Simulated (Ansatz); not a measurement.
Abridged output of a molecular run in Ansatz:

```
Functional definition: HF
1282 factors; integrals over basis functions are off by at most 1.6e-3 eV
mean field evaluation 1: about -7201.7200 eV, gradient 3.2e1 eV
mean field evaluation 2: about -7201.7288 eV, gradient 3.2e1 eV
mean field evaluation 4: about -7204.8315 eV, gradient 5.8e0 eV
mean field evaluation 8: about -7204.9293 eV, gradient 1.2e-1 eV
mean field evaluation 16: about -7204.9160 eV, gradient 1.0e0 eV
mean field -7204.92942751 eV, -264.7762727846 hartree, gradient 2.7e-6 eV, S^2 0.000000; 0 other end points of the search recorded, 0 dependent functions left out; unrestricted orbitals would lower it
6 core orbitals not correlated: weight in the atoms' cores, before any rotation towards them, 1.000 or more for the frozen orbitals, at most 0.000 for the correlated occupied ones
reference -7204.92942751 eV, -264.7762727846 hartree; 17, 17 occupied and 101, 101 virtual orbitals, 1282 factors
second order -23.68091748 eV of doubles, -0.00000000 eV of singles
cycle   1  -24.38079622 eV  change   -7.0e-1 eV  update   1.1e-1
cycle   2  -25.07390845 eV  change   -6.9e-1 eV  update   3.6e-2
cycle   3  -25.24351611 eV  change   -1.7e-1 eV  update   1.7e-2
cycle   4  -25.24403687 eV  change   -5.2e-4 eV  update   4.9e-3
cycle   5  -25.24575036 eV  change   -1.7e-3 eV  update   2.0e-3
cycle   6  -25.24634264 eV  change   -5.9e-4 eV  update   5.7e-4
cycle   7  -25.24600243 eV  change    3.4e-4 eV  update   2.6e-4
cycle   8  -25.24599192 eV  change    1.1e-5 eV  update   1.0e-4
cycle   9  -25.24599135 eV  change    5.7e-7 eV  update   4.3e-5
cycle  10  -25.24596877 eV  change    2.3e-5 eV  update   1.6e-5
perturbative correction -0.90972623 eV, -0.0334318223 hartree
Total energy: -7231.08512251 eV, -265.7374768468 hartree
```

Its atoms:

```xyz
14

C     2.4111   -0.4473    1.0657
N     1.0890    0.0511    1.3163
C     0.2507    0.0298    0.3689
C    -1.1059    0.5387    0.6177
N    -2.0922    0.6160   -0.1724
C    -2.0170    0.1798   -1.5400
H     2.6250   -1.2577    1.7684
H     3.1355    0.3446    1.2765
H     2.5638   -0.8109    0.0395
H     0.5149   -0.3570   -0.6225
H    -1.2479    0.8932    1.6406
H    -1.0561   -0.2233   -1.8767
H    -2.7872   -0.5804   -1.6992
H    -2.2838    1.0235   -2.1829
```

Which basis set was used?
A. cc-pV(T+d)Z
B. def2-SVP
C. def2-TZVPPD
D. cc-pV(Q+d)Z

B. It gives 124 functions.

Write the keys of the input that set method, charge and spin (a neutral closed shell needs none for the last two).


```yaml
correlation: {method: ccsd_t}
```
